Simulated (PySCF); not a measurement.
allene (C3H4), SMILES C=C=C.

The structure is a stationary point at B3LYP-D3(BJ)/def2-TZVP.

The numbers are results of SMD-B3LYP/6-31G* (PySCF), not measurements.

Solvation free energies are E(SMD) − E(gas) at the gas-phase geometry, for 1 M in both phases. In vacuum the dipole moment is 0.00 D.

Rank water, acetonitrile, ethanol by solvation free energy, most negative first.

acetonitrile (-1.9 kcal/mol), ethanol (-1.1 kcal/mol), water (1.2 kcal/mol)
